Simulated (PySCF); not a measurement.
**Structure elucidation problem**

An unknown has the formula CH₂N₂. Its calculated NMR data are:

$^{1}$H NMR (400 MHz, computed): δ 2.55 (br s, 2H).

$^{13}$C{$^{1}$H} NMR (computed): δ 116.8.

Equivalent nuclei averaged, one conformer, gas phase, relativity neglected. Geometry: PBE0-D3(BJ)/def2-TZVP; GIAO B97-2/pcSseg-2 shieldings; PySCF 2.14.

Scale: TMS for $^{1}$H (σ = 31.64 ppm), $^{13}$C (σ = 185.38 ppm) (reference shieldings calculated alike).

Propose a structure and justify it.

## Answers


1. The formula gives 2 degrees of unsaturation (no ring in the answer).
2. Carbon types of the structure: 1 × C, leaving 2 H on heteroatoms.
3. δC 116.8: nitrile carbon; typical of a nitrile.
4. δH 2.55: hydrogen on a nitrogen bonded to C; exchangeable, gas-phase position.

The compound is SMILES C(#N)N.

Exchangeable OH/NH protons stand at their gas-phase positions; hydrogen bonding in a real sample shifts them, mostly to higher δ. Shifts are as computed. Against solution values, carbons near 30 ppm lie about +3 ppm off and those near 130 ppm about +7 ppm. Of 1211 compounds with measured shifts, 218 miss one by over three times the rms of a fit or turn the order of signals round; such compounds aren't used in these exercises.
